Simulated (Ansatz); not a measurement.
# B2S+ (doublet): wave-function methods side by side, def2-QZVPP

The task here is to estimate one member of a computed series from the others.

Method: def2-QZVPP, core rule «outside noble gas», up to 7 orbitals frozen; program: Ansatz 0.2.0, Gaussian basis.

The runs, in order: UHF; ROHF; CCSD(T) on UHF.

2 further runs of the same task are left out: 2 set aside as unsound or not needed.

**The geometry**

The geometry is a PBE0/def2-TZVP stationary point (not a proven minimum) of the parent state, kept for this charge and spin.

3 atoms, charge 1, spin multiplicity 2.

Atoms are counted from 1 here; the program's logs count them from 0.

Bond lengths: B1–S2 1.839 Å, S2–B3 1.839 Å. Angles: B1–S2–B3 106.6°.

Set-up of the first run:

Contents of in.yaml:

```yaml
crystal:
  periodic: [false, false, false]
  atoms:
    - {symbol: B, position_ang: [0.000000, -0.656173, 1.474455]}
    - {symbol: S, position_ang: [0.000000, 0.442469, 0.000000]}
    - {symbol: B, position_ang: [0.000000, -0.656173, -1.474455]}
basis:
  gaussian: {orbitals: "def2-QZVPP.json"}
total_charge: 1
magnetization: {spin_polarized: true, initial_magnetization: 1}
hamiltonian: {xc: hf}
output: {orbitals: {seedname: orbitals}}
```

The run is started by

```sh
$ ansatz run in.yaml --threads 1 --pin off --events-out ev --progress --plain --max-ram 2393MiB
```

Among the steps run: UHF; ROHF; CCSD(T) on UHF.

One of the session's tables, all rows but one given; the rest of the session is left out.

| method | from UCCSD(T) (kJ/mol) |
| --- | --- |
| ROHF | ? |
| UMP2 | +175.3 |
| UCCSD | +69.9 |
| UCCSD(T) | 0 |

Estimate the missing values for ROHF.

**Answer.** from UCCSD(T) (kJ/mol): +954.1. In the column «from UCCSD(T) (kJ/mol)» it is the highest.

Left out of the table: UHF (another determinant or state than the rows shown).

The program flags UCCSD(T) as in doubt (see the logs), so the zero of the table is itself unsure.

Limits of these values: The determinant is far from a pure spin state, so its energy mixes those of several spin states (harmless only where they are near-degenerate, as at dissociation). The report flags that the cluster equations may have other roots. The program flags UCCSD(T) as in doubt, so the zero of the table is itself unsure. Warnings: spin contamination; coupled cluster took another determinant than the lowest.
